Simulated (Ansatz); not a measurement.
## HSi–BH⁺, triplet: the ladder up to UCCSDT(Q)

Geometry: that of the HSi–BH, quartet, kept fixed.

```
atom   x (Å)    y (Å)    z (Å)
  Si  0.0000  -0.0471   0.5518
   B  0.0000  -0.0605  -1.3633
   H  0.0000   1.1711   1.4474
   H  0.0000   0.7893  -2.2001
```

Basis cc-pVTZ; Ansatz 0.2.0. Correlated methods freeze the noble-gas cores, which leaves 8 electrons in 86 orbitals. Prefix R: restricted or restricted open-shell reference; prefix U: unrestricted. Active spaces: valence = (8e, 10o) chosen from the atoms' valence shells.

Full CI isn't at hand for all of this; UCCSDT(Q) serves as the reference, and is uncertain by about the last step of the cluster series. The frozen core follows each run's orbitals, which can shift R against U totals by a few meV.

- UHF ⟨S²⟩: 2.023
- T1 diagnostic (RCCSD): 0.0500
- largest doubles amplitude (RCCSD): 0.047
- T1 diagnostic (UCCSD): 0.0374

```
   level  E − E(RHF) (eV)
     UHF          -0.0999
    RMP2          -3.9633
    UMP2          -3.9702
   RCCSD          -4.8713
   UCCSD          -4.8746
RCCSD(T)          -5.0617
UCCSD(T)          -5.0624
```

Q: Estimate how far UCCSDT(Q) in cc-pVTZ lies from RCCSD(T). The table doesn't fix it; the size of (T) and the diagnostics are the guide.

A: UCCSDT(Q) in cc-pVTZ lies 2.25 mEh below RCCSD(T), which is 32 % of the (T) step (-7.00 mEh). T1 is raised, and the rest is a large part of (T). The miss exceeds 1 kcal/mol.

The other levels:

```tsv
level	E − E(UCCSDT(Q)) (mEh)	share of correlation (%)	wall time
BCCD(T)	2.19	98.84	10 s (H100)
RCCSDT	0.44	99.76	–
UCCSDT	0.40	99.79	–
RCCSDT(Q)	0.09	99.95	18 s (H100)
CASSCF (valence space)	110.48	41.32	–
NEVPT2 (valence space)	29.08	84.56	9.5 s (H100)
MRCISD (valence space)	7.44	96.05	–
MRCISD+Q (valence space)	1.82	99.03	9.5 s (H100)
MRCISD+Q(relaxed) (valence space)	0.03	99.98	14 s (H100)
```

The correlation energy at UCCSDT(Q), counted from RHF, is -5.123 eV. That run took 21 s on 2 threads of AMD EPYC 7R13 with a shared H100 80 GB, shared host.

Times hold each run's SCF and search for its determinant on a shared host, so for small cases they say little of a method's own cost.

Natural occupations of CASSCF (valence space) about the gap: 1.973 1.966 1.942 0.995 0.985 0.054 0.027 0.024 0.019 0.015; effectively unpaired electrons, Σ n²(2−n)², 2.04.
